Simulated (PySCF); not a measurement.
Isomers of C4H3FO and their computed core-level spectra.

The calculation used delta-SCF UKS SCAN, pcX-2 on the ionised atom, pcseg-1 elsewhere, spin-free X2C in PySCF 2.14.0. Geometries: GFN2-xTB; isolated species, one conformer each.

Line lists (1s up to Mg, 2p3/2 beyond; areas count atoms within a level, one atom standing for each set equivalent by bonding):
1. C 1s: 291.25 (area 1), 291.41 (area 1), 292.35 (area 1), 294.09 (area 1) eV; O 1s: 539.91 eV; F 1s: 692.87 eV
2. C 1s: 291.97 (area 1), 292.28 (area 1), 294.01 (area 1), 294.21 (area 1) eV; O 1s: 537.65 eV; F 1s: 692.96 eV
3. C 1s: 292.01 (area 1), 292.24 (area 1), 293.92 (area 1), 293.98 (area 1) eV; O 1s: 537.62 eV; F 1s: 693.89 eV
4. C 1s: 291.31 (area 1), 291.79 (area 1), 292.42 (area 1), 296.19 (area 1) eV; O 1s: 538.57 eV; F 1s: 692.98 eV
5. C 1s: 291.66 (area 1), 291.85 (area 1), 293.60 (area 1), 293.80 (area 1) eV; O 1s: 538.19 eV; F 1s: 692.75 eV
6. C 1s: 291.19 (area 1), 291.68 (area 1), 293.77 (area 1), 294.06 (area 1) eV; O 1s: 537.96 eV; F 1s: 694.25 eV

Structures:
A. `c1c(CF)c1=O`
B. `O=C1C=C[C@@H]1F`
C. `O=C=C/C=C/F`
D. `O=C1C=C(F)C1`
E. `O=C(F)C#CC`
F. `Cc1c(F)c1=O`

Q: Match each list to its structure.

A: 
- 1 = C: another candidate has the same counts of sites, so positions decide. C 1s: 291.25 alkene CH carbon, 291.41 outer carbon of cumulated double bonds, 292.35 vinylic C–F carbon, 294.09 central carbon of a ketene; O 1s: 539.91 oxygen bonded to C; F 1s: 692.87 vinyl fluorine.
- 2 = A: another candidate has the same counts of sites, so positions decide. C 1s: 291.97 unsaturated ring CH carbon, 292.28 unsaturated ring carbon, 294.01 ring carbonyl carbon, 294.21 sp3 C–F carbon; O 1s: 537.65 carbonyl oxygen; F 1s: 692.96 alkyl fluorine.
- 3 = F: another candidate has the same counts of sites, so positions decide. C 1s: 292.01 carbon bonded to C and 3 H, 292.24 unsaturated ring carbon, 293.92 unsaturated ring carbon, 293.98 ring carbonyl carbon; O 1s: 537.62 carbonyl oxygen; F 1s: 693.89 fluorine bonded to C.
- 4 = E: another candidate has the same counts of sites, so positions decide. C 1s: 291.31 alkyne carbon, 291.79 alkyne carbon, 292.42 propargylic carbon, 296.19 acyl halide carbon; O 1s: 538.57 carbonyl oxygen; F 1s: 692.98 acyl fluorine.
- 5 = B: another candidate has the same counts of sites, so positions decide. C 1s: 291.66 alkene CH carbon, 291.85 alkene CH carbon, 293.60 sp3 C–F carbon, 293.80 ketone carbonyl carbon; O 1s: 538.19 ketone oxygen; F 1s: 692.75 alkyl fluorine.
- 6 = D: another candidate has the same counts of sites, so positions decide. C 1s: 291.19 alkene CH carbon, 291.68 sp3 carbon next to a carbonyl, 293.77 ketone carbonyl carbon, 294.06 vinylic C–F carbon; O 1s: 537.96 ketone oxygen; F 1s: 694.25 vinyl fluorine.

3 of these hole states are spin-contaminated (⟨S²⟩ up to 0.88, against 0.75; counted from 0.85) and less certain.
